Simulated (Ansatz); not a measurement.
# C₂H₂F₂: vertical ionisation energy

The task here is to estimate one member of a computed series from the others.

Computed with Ansatz 0.2.0, Gaussian basis. Level: unrestricted cation, the program's frozen cores in correlated methods.

The runs, in order: UKS PBE-D4/def2-TZVPP; UKS r2SCAN-D4/def2-TZVPP; UKS PBE0-D4/def2-TZVPP; UKS B3LYP-D4/def2-TZVPP; UKS wB97X-V/def2-TZVPP; UKS wB97M-V/def2-TZVPP; UKS B2PLYP/def2-TZVPP; UHF-CCSD(T)/def2-TZVPP; UHF-MP2/def2-QZVPP; extrapolation to the limit; then −ε(HOMO) from the neutral's earlier runs with LDA (SPW92), PBE-D4, revPBE-D4, BLYP-D4, r2SCAN-D4, B97M-V, PBE0-D4, B3LYP-D4, r2SCANh-D4, r2SCAN0-D4, HSE06-D4, BHLYP-D4, CAM-B3LYP-D4, LC-ωPBE, ωB97X-V, ωB97M-V.

### The relaxed structure

An earlier PBE0-D4 in a triple-zeta def2 set relaxation fixed the geometry.

SMILES `F/C=C\F`, 6 atoms, charge 0, spin multiplicity 1.

Atoms are counted from 1 here; the program's logs count them from 0.

Bond lengths: F1–C2 1.330 Å, C2–C3 1.320 Å, C2–H5 1.082 Å, C3–F4 1.330 Å, C3–H6 1.082 Å. Angles: F1–C2–C3 122.8°, F1–C2–H5 114.8°, C3–C2–H5 122.4°, C2–C3–F4 122.8°, C2–C3–H6 122.4°, F4–C3–H6 114.8°.

Set-up of the first run:

Input file in.yaml:

```yaml
crystal:
  periodic: [false, false, false]
  atoms:
    - {symbol: F, position_ang: [0.176424, -0.841587, -1.505974]}
    - {symbol: C, position_ang: [0.404458, 0.027007, -0.525398]}
    - {symbol: C, position_ang: [-0.328064, 0.075480, 0.571869]}
    - {symbol: F, position_ang: [-1.355630, -0.740060, 0.788639]}
    - {symbol: H, position_ang: [1.239147, 0.694110, -0.694860]}
    - {symbol: H, position_ang: [-0.136345, 0.785051, 1.365723]}
basis:
  gaussian: {orbitals: def2-TZVPP}
total_charge: 1
magnetization: {spin_polarized: true, initial_magnetization: 1}
hamiltonian: {xc: pbe, dispersion: d4}
```

Started as:

```console
ansatz run in.yaml --threads 4 --pin off --events-out ev --progress --plain --max-ram 10444MiB
```

Among the steps run: Cation, UKS PBE-D4/def2-TZVPP; Cation, UKS r2SCAN-D4/def2-TZVPP; Cation, UKS PBE0-D4/def2-TZVPP; Cation, UKS B3LYP-D4/def2-TZVPP; Cation, UKS wB97X-V/def2-TZVPP; Cation, UKS wB97M-V/def2-TZVPP; Cation, UKS B2PLYP (frozen core)/def2-TZVPP; Cation, UHF-CCSD(T)/def2-TZVPP; Cation, UHF-MP2/def2-QZVPP.

One table of the session follows, with a row left open; its other results are not shown here.

Orbital estimates, from the neutral's runs:

| functional | −ε(HOMO) (eV) |
| --- | --- |
| LDA (SPW92) | 6.45 |
| PBE-D4 | ? |
| revPBE-D4 | 6.16 |
| BLYP-D4 | 6.13 |
| r2SCAN-D4 | 6.49 |
| B97M-V | 6.56 |
| PBE0-D4 | 7.59 |
| B3LYP-D4 | 7.38 |
| r2SCANh-D4 | 7.00 |
| r2SCAN0-D4 | 7.76 |
| HSE06-D4 | 7.18 |
| BHLYP-D4 | 8.83 |
| CAM-B3LYP-D4 | 9.02 |
| LC-ωPBE | 10.36 |
| ωB97X-V | 9.97 |
| ωB97M-V | 9.88 |

**Question.** Estimate the row for PBE-D4.

As computed: −ε(HOMO) (eV): 6.24. In the column «−ε(HOMO) (eV)» it lies between revPBE-D4 (6.16) and LDA (SPW92) (6.45).
